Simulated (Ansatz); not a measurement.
Relaxation of C₃H₉NS (14 atoms, charge 0, multiplicity 1), to a largest force component of 0.015 eV/Å in at most 40 steps.

These are results of RKS B3LYP-D4/STO-3G in Ansatz, not measurements.

```xyz
14
Properties=species:S:1:pos:R:3
C -1.593 0.959 0.313
C -0.159 1.309 0.279
S 0.789 0.103 1.218
C 0.771 -1.332 0.150
N 1.391 -1.101 -1.112
H -2.024 0.954 1.324
H -2.165 1.805 -0.202
H -1.836 0.087 -0.226
H 0.015 2.308 0.783
H 0.217 1.379 -0.724
H 1.159 -2.184 0.691
H -0.328 -1.603 -0.006
H 2.283 -0.753 -0.881
H 1.468 -1.960 -1.580
```

Where does it end, and by what steps?

It converged. Limits of this set-up: minimal basis. After 7 steps the energy has fallen by 0.965 eV; H10 moved furthest, 0.23 Å.

```json
{"step": "0", "energy less start (eV)": "0.0000", "largest force component (eV/Å)": "4.394", "accepted": "yes"}
{"step": "1", "energy less start (eV)": "-0.8247", "largest force component (eV/Å)": "1.173", "accepted": "yes"}
{"step": "2", "energy less start (eV)": "-0.9259", "largest force component (eV/Å)": "0.420", "accepted": "yes"}
{"step": "3", "energy less start (eV)": "-0.9527", "largest force component (eV/Å)": "0.265", "accepted": "yes"}
{"step": "4", "energy less start (eV)": "-0.9590", "largest force component (eV/Å)": "0.204", "accepted": "yes"}
{"step": "5", "energy less start (eV)": "-0.9635", "largest force component (eV/Å)": "0.044", "accepted": "yes"}
{"step": "6", "energy less start (eV)": "-0.9646", "largest force component (eV/Å)": "0.016", "accepted": "yes"}
{"step": "7", "energy less start (eV)": "-0.9649", "largest force component (eV/Å)": "0.015", "accepted": "yes"}
```

```xyz
14
Properties=species:S:1:pos:R:3
C -1.700 1.046 0.322
C -0.155 1.243 0.318
S 0.757 0.054 1.376
C 0.758 -1.336 0.188
N 1.432 -0.931 -1.118
H -2.108 1.154 1.339
H -2.181 1.795 -0.327
H -1.969 0.047 -0.053
H 0.085 2.257 0.681
H 0.232 1.146 -0.712
H 1.251 -2.193 0.696
H -0.272 -1.649 -0.070
H 2.466 -0.862 -0.885
H 1.393 -1.801 -1.727
```

Time of the run: 42 s on 1 CPU thread of a shared host.
